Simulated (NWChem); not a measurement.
System: SiH2 cation, doublet

Output (shortened):

```
             Northwest Computational Chemistry Package (NWChem) 7.3.0
             --------------------------------------------------------

                             Geometry "geometry" -> ""
                             -------------------------

 Output coordinates in angstroms (scale by  1.889725989 to convert to a.u.)

  No.       Tag          Charge          X              Y              Z
 ---- ---------------- ---------- -------------- -------------- --------------
    1 Si                  14.0000     0.00000000     0.00000000     0.17827200
    2 H                    1.0000     1.28902700     0.00000000    -0.57023800
    3 H                    1.0000    -1.28902700     0.00000000    -0.57023800

 Effective nuclear repulsion energy (a.u.)      10.1455982416

                                 NWChem DFT Module
                                 -----------------

 Summary of "ao basis" -> "ao basis" (spherical)
 ------------------------------------------------------------------------------
       Tag                 Description            Shells   Functions and Types
 ---------------- ------------------------------  ------  ---------------------
 Si                         cc-pvtz                 12       34   5s4p2d1f
 H                          cc-pvtz                  6       14   3s2p1d

 in cosmo_initialize ...
 calling solv_data for solv:h2o

 solvent parameters
 solvname_short: h2o
 solvname_long:  water
 dielec:       78.4000
 dielecinf:     1.7769
 aqueous SMD model solvent descriptors
 dielec:       78.4000
 sola:          0.8200

          ---------------
          -cosmo- solvent
          ---------------
 Cosmo: York-Karplus, doi: 10.1021/jp992097l
 dielectric constant -eps-     =  78.40
 screen = (eps-1)/(eps    )    =   0.98724
 surface charge correction     = lagrangian

   van der Waals surface
 --------------------------

[...]

                                COSMO-SMD solvation results
                                ---------------------------

             internal energy in gas <Psi(g)|H|Psi(g)> =      -290.265664338602
         internal energy in solvent <Psi(s)|H|Psi(s)> =      -290.265568086514
                               delta internal energy  =         0.000096252088 (    0.06 kcal/mol)
   total free energy in solvent <Psi(s)|H+V/2|Psi(s)> =      -290.372814953275
 polarization energy contribution <Psi(s)|V/2|Psi(s)> =        -0.107246866762 (  -67.30 kcal/mol)
    total free energy in solvent including G(SMD-CDS) =      -290.371087107960
                       G(SMD-CDS) energy contribution =         0.001727845315 (    1.08 kcal/mol)
     1 M fixed-concentration free energy of solvation =        -0.105422769358 (  -66.15 kcal/mol)

                    DFT Final Alpha Molecular Orbital Analysis
                    ------------------------------------------

 Vector    6  Occ=1.000000D+00  E=-6.739919D-01
              MO Center=  4.1D-10,  9.4D-11, -1.0D-01, r^2= 1.6D+00
   Bfn.  Coefficient  Atom+Function         Bfn.  Coefficient  Atom+Function
  ----- ------------  ---------------      ----- ------------  ---------------
     3      0.591263  1 Si s                  5      0.146204  1 Si s
    36      0.136079  2 H  s                 50      0.136079  3 H  s
     4      0.108335  1 Si s                 35      0.096535  2 H  s
    49      0.096535  3 H  s                 11     -0.040033  1 Si pz
    37      0.032834  2 H  s                 51      0.032834  3 H  s

 Vector    7  Occ=1.000000D+00  E=-4.985097D-01
              MO Center=  3.7D-10,  2.7D-11, -3.1D-01, r^2= 2.0D+00
   Bfn.  Coefficient  Atom+Function         Bfn.  Coefficient  Atom+Function
  ----- ------------  ---------------      ----- ------------  ---------------
     9      0.414726  1 Si px                36      0.225233  2 H  s
    50     -0.225233  3 H  s                 35      0.144633  2 H  s
    49     -0.144633  3 H  s                 15      0.106553  1 Si px
    37      0.085965  2 H  s                 51     -0.085965  3 H  s
    26      0.057535  1 Si d  1              12      0.056515  1 Si px

 Vector    8  Occ=1.000000D+00  E=-3.733902D-01
              MO Center=  9.8D-11, -2.7D-10,  4.1D-01, r^2= 2.0D+00
   Bfn.  Coefficient  Atom+Function         Bfn.  Coefficient  Atom+Function
  ----- ------------  ---------------      ----- ------------  ---------------
    11      0.548521  1 Si pz                 3      0.301906  1 Si s
    17      0.228143  1 Si pz                 5      0.199066  1 Si s
    36     -0.147305  2 H  s                 50     -0.147305  3 H  s
    37     -0.088218  2 H  s                 51     -0.088218  3 H  s
    35     -0.084957  2 H  s                 49     -0.084957  3 H  s

 Vector    9  Occ=0.000000D+00  E=-1.452721D-01
              MO Center=  4.2D-10,  8.7D-10,  1.9D-01, r^2= 2.2D+00
   Bfn.  Coefficient  Atom+Function         Bfn.  Coefficient  Atom+Function
  ----- ------------  ---------------      ----- ------------  ---------------
    10      0.612978  1 Si py                16      0.439265  1 Si py
    13      0.075615  1 Si py

[...]
```

Level: M06-2X/cc-pVTZ, spin-unrestricted, SMD on the gas-phase geometry. In the optimisation the excess spin sits in a1 (C2v, its own frame). Structure relaxed at the PBE0-D3(BJ)/def2-TZVP, spin-unrestricted level. No stability test was run on the SCF state. Solvent: water.

Problem. Reconstruct the input file.

Solution. This is not unique; one that fits is the input that was run:
```
start job
memory heap 200 mb stack 900 mb global 1100 mb
charge 1
geometry units angstroms noautosym nocenter noautoz
  Si     0.000000     0.000000     0.178272
  H      1.289027     0.000000    -0.570238
  H     -1.289027     0.000000    -0.570238
end
basis spherical
  Si library cc-pvtz
  H library cc-pvtz
end
dft
  odft
  mult 2
  xc m06-2x
  iterations 150
end
cosmo
  do_cosmo_smd true
  solvent water
end
task dft energy
```
